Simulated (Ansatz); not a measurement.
Two shapes of singlet C₂H₆O.

Shape 1:

```xyz
9

O     0.0000    0.0000   -0.5779
C     0.0000    1.1610    0.1881
C     0.0000   -1.1610    0.1881
H     0.0000    2.0214   -0.4962
H    -0.8952    1.2329    0.8396
H     0.8952    1.2329    0.8396
H     0.0000   -2.0214   -0.4962
H     0.8952   -1.2329    0.8396
H    -0.8952   -1.2329    0.8396
```

Shape 2:

```xyz
9

O     0.0067    0.0486   -0.5875
C     0.0280    1.1849    0.1542
C     0.0467   -1.1488    0.2013
H    -0.0381    2.0036   -0.4692
H    -0.9093    1.2596    0.7997
H     0.8999    1.2222    0.7910
H     0.0299   -2.0263   -0.4565
H     0.9439   -1.2368    0.8291
H    -0.8806   -1.2333    0.8874
```

Basis set: def2-TZVP (spherical functions). Frozen core: 3 orbitals. Charge 0, multiplicity 1.

Computed with Ansatz (development build ahead of 0.2.0); each method stands on the lowest determinant of its kind that the runs found.

Problem. Which shape is lower in energy, and by how much in each method?

Solution.

| method | E(2) − E(1) (eV) |
| --- | --- |
| RHF | 0.233 |
| RHF-MP2 | 0.231 |

Shape 1 is lower.
